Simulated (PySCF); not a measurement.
Match the calculated data to a structure.

All candidates are C4H5N.

* NMR, other nuclei: isotropic shieldings of nuclei other than C and H, by class: -98 (1 N) ppm [GIAO PBE0/pcSseg-1]
* Dipole: 2.12 D [B3LYP/def2-SVPD]
* UV, strongest line: among the 10 lowest singlet transitions: S9 at 7.42 eV (167 nm, f = 0.032) [TDDFT B3LYP/def2-SVPD]
* 13C NMR: chemical shifts (computed TMS as zero) by class: 172.8 (1 C), 79.4 (1 C), 79.3 (1 C), 35.4 (1 C) ppm [GIAO PBE0/pcSseg-1]
* 1H NMR: chemical shifts (computed TMS as zero) by class: 9.86 (1 H), 7.55 (1 H), 2.81 (2 H), 2.13 (1 H) ppm [GIAO PBE0/pcSseg-1]
* Rotational structure: rotational constants A, B, C: 20.901, 2.585, 2.449 GHz [PBE0-D3(BJ)/def2-SVP]
* Couplings: largest of the computed one-bond spin–spin couplings (means over like bonds): 13C–1H +274.4, 13C–13C +201.3, 13C–1H +186.7, 13C–1H +136.4 (×2), 13C–13C +76.1, 15N–1H -46.2, 13C–13C +35.9, 15N–13C -3.1 Hz [B3LYP/pcJ-1, spin–dipole term left out for some pairs]
* Valence photoelectron: vertical ionisation energy: 9.68 eV [ΔSCF B3LYP/def2-SVPD]
* UV, first state: lowest singlet excitation: 5.22 eV (237 nm, f = 0.003) [TDDFT B3LYP/def2-SVPD]

Gas-phase values; electronic properties from PySCF, density fitting. Levels stand in brackets. Isolated species at its PBE0-D3(BJ)/def2-SVP geometry (one conformer only). Each NMR value is the plain mean over a class of atoms that symmetry, rotation or inversion makes alike.

Question: Which candidate is it?
A. `C#C/C=N/C`
B. `[H]/N=C\CC#C`
C. `C/C=C/C#N`

Answer: B. It is `[H]/N=C\CC#C`. Numbering: `[H]/[N:5]=[CH:4]\[CH2:3][C:2]#[CH:1]`. Its formula, C4H5N, gives 3 degrees of unsaturation: 0 rings and 3 π bonds in the structure found. 4 carbons fall into 4 classes; from least to most shielded: imine carbon [C4] (172.8 ppm), alkyne carbon [C2] (79.4 ppm), terminal alkyne carbon [C1] (79.3 ppm), propargylic carbon [C3] (35.4 ppm). Hydrogen classes from least to most shielded: 1 H on an imine nitrogen, N5 (9.86 ppm), 1 H on an imine carbon, C4 (7.55 ppm), 2 H on a propargylic carbon, C3 (2.81 ppm, a mean of values up to 0.7 ppm apart in this geometry), 1 H on a terminal alkyne carbon, C1 (2.13 ppm). The other shieldings belong to: -98 ppm, imine nitrogen [N5]. The couplings run between: +274.4 Hz, terminal alkyne carbon [C1] and its hydrogen; +201.3 Hz, terminal alkyne carbon [C1] and alkyne carbon [C2]; +186.7 Hz, imine carbon [C4] and its hydrogen; +136.4 Hz, propargylic carbon [C3] and its hydrogen (with 1 like pair); +76.1 Hz, alkyne carbon [C2] and propargylic carbon [C3]; -46.2 Hz, imine nitrogen [N5] and its hydrogen; +35.9 Hz, propargylic carbon [C3] and imine carbon [C4]; -3.1 Hz, imine nitrogen [N5] and imine carbon [C4]. S1 is mainly HOMO→LUMO (weight 0.92); the largest Löwdin shares of the orbital it empties are 0.41 on the imine nitrogen, 0.16 on the terminal alkyne carbon, 0.13 on the alkyne carbon and 0.11 on the imine carbon, of the orbital it fills 0.36 on the imine carbon, 0.35 on the imine nitrogen, 0.08 on the propargylic carbon and 0.04 on a methylene hydrogen. The optimised geometry has point group C1 and is an asymmetric top.

The others, at the same levels:
- `C/C=C/C#N` fails: its computed 13C shifts are 160.7 (1 C), 122.1 (1 C), 108.6 (1 C), 22.5 (1 C) ppm, 1H shifts are 6.74 (1 H), 5.29 (1 H), 2.00 (3 H) ppm and rotational constant A is 38.178 GHz (against 20.901 GHz).
- `C#C/C=N/C` fails: its computed lowest singlet excitation is 4.40 eV (282 nm, f = 0.001) (against 5.22 eV), rotational constant A is 46.430 GHz (against 20.901 GHz) and smallest rotational constant is 2.282 GHz (against 2.449 GHz).

Each candidate is one conformer, not necessarily the lowest. The conformers computed, where there is a choice (atom-mapped SMILES and torsion angles):
- `[H]/[N:5]=[CH:4]\[CH2:3][C:2]#[CH:1]`: C2–C3–C4–N5 131°
